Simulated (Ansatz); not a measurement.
Input for Ansatz (development build ahead of 0.2.0):

```yaml
crystal:
  periodic: [false, false, false]
  atoms:
    - { symbol: Al, position_ang: [0.0, 0.0, -0.96444] }
    - { symbol: "N", position_ang: [0.0, 0.0, 0.96444] }
basis:
  gaussian: { orbitals: "6-31G" }
magnetization:
  spin_polarized: true
  initial_magnetization: 2
hamiltonian:
  xc: hf
correlation:
  method: bccd_t
  frozen_orbitals: { Al: 5, "N": 1 }
```

The input is written out in the form of the current development build from the run's settings.

Output:

```
Converged                               : yes
Reference energy (starting determinant) : -296.24965 hartree
Correlation energy                      : -0.10311 hartree
Total energy                            : -296.35275 hartree
```
